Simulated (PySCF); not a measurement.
Compound: N₂.
Cartesian coordinates in Å at the PBE0-D3(BJ)/def2-SVP level; atoms count from 1:
```xyz
2
N2 angstrom
N      0.571   -0.057    0.007
N     -0.527   -0.033   -0.001
```

Method used: core-valence-separated Tamm–Dancoff BHandHLYP/aug-pcX-1 in PySCF, non-relativistic, gas phase, PBE0-D3(BJ)/def2-SVP geometry. No empirical shift is added; at this level the pattern usually sits a few eV under experiment.

The lowest roots of each edge with f over 0.003 (five at most, numbered afresh; weaker and dark ones are left out), with transition dipoles (au) in the frame of the coordinates:

```csv
root,edge,E (eV),μx,μy,μz
1,N,397.84,0.0008,0.0665,0.1002
2,N,397.84,0.0026,0.1002,-0.0666
3,N,404.59,0.0324,-0.0007,0.0002
4,N,405.19,0.0001,0.0116,0.0174
5,N,405.19,0.0005,0.0174,-0.0116
```

Q: What are the oscillator strengths?

A: f = (2/3) ΔE |μ|², with ΔE in hartree (27.2114 eV):

```
root  ΔE (Eh)  |μ|² (au)      f  core hole on
   1  14.6204   0.014468  0.141         N1/N2
   2  14.6204   0.014479  0.141         N1/N2
   3  14.8683   0.001049  0.010         N1/N2
   4  14.8904   0.000437  0.004         N1/N2
   5  14.8904   0.000437  0.004         N1/N2
```

Q: What is the unit vector of the molecular axis, and which share of each root's |μ|² lies along it?

A: (-1.00, 0.02, -0.01), up to sign.

```tsv
root	core hole on	share along it	final orbital
1	N1/N2	0.00	π
2	N1/N2	0.00	π
3	N1/N2	1.00	σ
4	N1/N2	0.00	π
5	N1/N2	0.00	π
```

The 1s orbitals are σ, so light polarised along the axis reaches σ orbitals and light across it π orbitals.

Q: For fixed molecules, how does the intensity of root 3 change when the electric field is turned 30° away from the molecular axis?

A: Intensity goes as (E·μ)², and μ lies along that direction, so it falls to cos²30° = 0.75 of its maximum; it vanishes at 90°.

Q: Molecules are fixed in this frame and the field points along x. What effective strengths 3 f cos²θ do the roots have (θ between field and μ)?

A: root 1 (N1/N2): 0.000, root 2 (N1/N2): 0.000, root 3 (N1/N2): 0.031, root 4 (N1/N2): 0.000, root 5 (N1/N2): 0.000. Root 3 is the strongest. Averaged over all orientations cos²θ is 1/3, which gives f back. For degenerate partners only the sum has meaning, as the program may mix them freely.

